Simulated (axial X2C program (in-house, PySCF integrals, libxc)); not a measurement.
# CH⁺: bond constants with and without spin–orbit coupling

All values were computed with an axial X2C code built on PySCF integrals. Spin-free means the one-electron spin-free X2C Hamiltonian; two-component (2c) means X2C with spin–orbit coupling and atomic mean-field two-electron Coulomb and Gaunt terms, so the difference of the two also holds small scalar two-electron terms. Basis: C dyall-v3z [7s6p2d1f], H dyall-v3z [6s2p1d] (cores contracted in-house); Gaussian nuclei, density fitting, unrestricted open shells. Masses: C 12.000 u, H 1.008 u.

Input:
```json
{"zs": [6, 1], "q": 1, "bas": ["dyall-v3z", "dyall-v3z"], "levels": ["PBE0", "HF", "BP86"], "cc": true, "r0": 1.07, "thr": -2.0, "nmax": 90, "npts": 10, "nst": 2, "ntry": 6}
```
```bash
python so2c.py task.json out
```

Keys: zs atomic numbers; q charge; bas basis sets; levels methods; cc coupled cluster on or off; r0 starting distance in Å; thr threshold in hartree for freezing inner shells (an s shell follows its p shell); nmax most natural virtual spinors; npts points on the curve; nst determinants followed; ntry starts of the search. HF also brings MP2.

State, spin-free: M_S = 0, Λ = 0 (closed shell); electrons by block: σα: 3, σβ: 3. Fragments: C+ + H.

State, 2c: Ω = 0 (closed shell); electrons by block: 1/2: 3, -1/2: 3. Fragments: C+ + H.

```json
{"Hamiltonian": "spin-free", "level": "CCSD", "Re (Å)": "1.132", "ωe (cm⁻¹)": "2855.1", "Be (cm⁻¹)": "14.15", "αe (cm⁻¹)": "0.485", "De (eV)": "4.14", "μ (D)": "n/a"}
{"Hamiltonian": "spin-free", "level": "CCSD(T)", "Re (Å)": "1.133", "ωe (cm⁻¹)": "2841.0", "Be (cm⁻¹)": "14.12", "αe (cm⁻¹)": "0.491", "De (eV)": "4.16", "μ (D)": "n/a"}
{"Hamiltonian": "2c", "level": "PBE0", "Re (Å)": "1.140", "ωe (cm⁻¹)": "2807.3", "Be (cm⁻¹)": "13.96", "αe (cm⁻¹)": "0.464", "De (eV)": "4.11", "μ (D)": "1.80"}
{"Hamiltonian": "2c", "level": "HF", "Re (Å)": "1.113", "ωe (cm⁻¹)": "3060.6", "Be (cm⁻¹)": "14.64", "αe (cm⁻¹)": "0.434", "De (eV)": "3.07", "μ (D)": "1.91"}
{"Hamiltonian": "2c", "level": "MP2", "Re (Å)": "1.125", "ωe (cm⁻¹)": "2939.3", "Be (cm⁻¹)": "14.33", "αe (cm⁻¹)": "0.458", "De (eV)": "3.99", "μ (D)": "n/a"}
{"Hamiltonian": "2c", "level": "BP86", "Re (Å)": "1.154", "ωe (cm⁻¹)": "2676.1", "Be (cm⁻¹)": "13.62", "αe (cm⁻¹)": "0.486", "De (eV)": "4.32", "μ (D)": "1.75"}
```

Spin-free values that have a 2c row agree with it to the digits that matter (0.001 Å, 0.01 eV) and are not repeated.

Correlated methods: 4 electrons correlated (number of frozen shells: C 1 s; H none), 108 virtual spin orbitals or spinors in MP2.

Dipoles are positive if H is the positive end and refer to the centre of mass.

Occupations by symmetry block were frozen at the best pattern of an incomplete PBE0 search. Closed shells are restricted here (equal orbitals for both partners); the stretched side of such a curve lies too high. Dissociation energies refer to the lowest single-determinant-based atoms at the same level and basis. CCSD and (T) use frozen natural virtuals with an MP2 correction for the truncation; (T) itself is uncorrected, so its De runs slightly low. The 2c atoms are single determinants rather than J levels; their spin–orbit lowering is only partly caught, and De is too large by that part. This holds for PBE0, BP86. Without a current term, density functionals place determinants with orbital angular momentum somewhat too high.

No reliable constants came from CCSD (2c), CCSD(T) (2c): no minimum in range, unconverged points, a curve that is not smooth, a change of character along it, or the two Hamiltonians disagreeing along it.

The whole task took 8.2 s on 1 thread of Intel(R) Xeon(R) 6975P-C (Granite Rapids), on a shared host.
